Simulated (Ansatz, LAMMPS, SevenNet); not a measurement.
**hcp Sc, lattice parameter c**

Reference value: 5.268 Å (measured, 293 K, not corrected to a static lattice; as tabulated in Wikipedia's data pages).

Question: What do Lennard-Jones uff-vdw, SevenNet-0, LDA, PBE, PBE-D3(BJ), PBE-D4, r²SCAN, r²SCAN+rVV10, B3LYP (VWN-RPA form), HSE06, r²SCAN0, Hartree–Fock give, and how far is each from the reference?

Answer: 
```json
[
 {"level (code)": "Lennard-Jones uff-vdw (LAMMPS)", "value (Å)": "5.229", "difference (%)": "-0.74"},
 {"level (code)": "SevenNet-0", "value (Å)": "5.330", "difference (%)": "+1.18"},
 {"level (code)": "LDA (Ansatz)", "value (Å)": "4.988", "difference (%)": "-5.32"},
 {"level (code)": "PBE (Ansatz)", "value (Å)": "5.165", "difference (%)": "-1.96"},
 {"level (code)": "PBE-D3(BJ) (Ansatz)", "value (Å)": "5.095", "difference (%)": "-3.28"},
 {"level (code)": "PBE-D4 (Ansatz)", "value (Å)": "5.126", "difference (%)": "-2.70"},
 {"level (code)": "r²SCAN (Ansatz)", "value (Å)": "5.192", "difference (%)": "-1.44"},
 {"level (code)": "r²SCAN+rVV10 (Ansatz)", "value (Å)": "5.194", "difference (%)": "-1.40"},
 {"level (code)": "B3LYP (VWN-RPA form) (Ansatz)", "value (Å)": "5.158", "difference (%)": "-2.09"},
 {"level (code)": "HSE06 (Ansatz)", "value (Å)": "5.222", "difference (%)": "-0.87"},
 {"level (code)": "r²SCAN0 (Ansatz)", "value (Å)": "5.212", "difference (%)": "-1.06"},
 {"level (code)": "Hartree–Fock (Ansatz)", "value (Å)": "5.534", "difference (%)": "+5.05"}
]
```

Leaving aside Lennard-Jones uff-vdw (doubt noted below): The reference is not for a static lattice or low temperature, so close values are not ranked against it. Off by more than 1.75 %, or 2.45 % on the side where a correction would as a rule narrow the miss (bounds picked here): LDA (-5.32 %), Hartree–Fock (+5.05 %), PBE-D3(BJ) (-3.28 %), PBE-D4 (-2.70 %).

The measured value isn't corrected to a static lattice, so vibrations enter the comparison. The crystal itself was run without spin with LDA, PBE, PBE-D3(BJ), PBE-D4, r²SCAN, r²SCAN+rVV10, B3LYP (VWN-RPA form), HSE06, r²SCAN0, Hartree–Fock; a magnetic state was not tried in these runs. Lennard-Jones uff-vdw: this is a force field's van der Waals term alone, without bonds or charges. Cutoffs and k meshes differ between the levels. Ansatz's density-functional and Hartree–Fock values are scalar-relativistic unless marked +SOC, with PAW data made under PBE.

Machine-learned potentials (SevenNet-0) are trained on DFT data: a solid inside that data is no test of them.

Differences are worked out from the printed values.

Ansatz is an electronic-structure program.
